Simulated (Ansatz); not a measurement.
C$_{2}$H$_{6}$FNO$_{2}$ (`COC(N)(O)F`), relaxed with RKS PBE0-D4/def2-TZVP in the Gaussian-basis code of Ansatz from a PBE-D4/def2-SVP geometry. The force threshold is 0.005 eV/Å; the program also tests the step.

Total charge 0; spin multiplicity 1.

Start:

```xyz
12

C     0.876   -1.429    0.160
O    -0.361   -0.774    0.433
C    -0.546    0.448   -0.200
N     0.442    1.417    0.151
O    -1.826    0.863    0.095
F    -0.426    0.260   -1.587
H     0.950   -2.275    0.869
H     1.727   -0.733    0.310
H     0.905   -1.815   -0.881
H     0.408    2.200   -0.510
H     0.239    1.779    1.090
H    -2.386    0.060    0.069
```

Question: By how much does the energy fall, and how many steps does the optimiser take? (Estimate.)

Answer: The calculation gave: 1.18 kcal/mol, in 6 steps.

Question: Which bonds change most? (Best estimate.)

Answer: Computed: C3–F6 from 1.405 to 1.385 Å; C1–H8 from 1.110 to 1.092 Å; C1–H9 from 1.111 to 1.092 Å; C1–H7 from 1.106 to 1.089 Å.

Question: Give the relaxed structure. (Estimate.)

Answer: Computed: 
```xyz
12

C     0.881   -1.415    0.161
O    -0.350   -0.764    0.435
C    -0.541    0.438   -0.199
N     0.435    1.408    0.137
O    -1.813    0.854    0.092
F    -0.436    0.245   -1.567
H     0.939   -2.253    0.853
H     1.721   -0.736    0.324
H     0.904   -1.785   -0.866
H     0.377    2.190   -0.501
H     0.273    1.736    1.081
H    -2.389    0.081    0.049
```
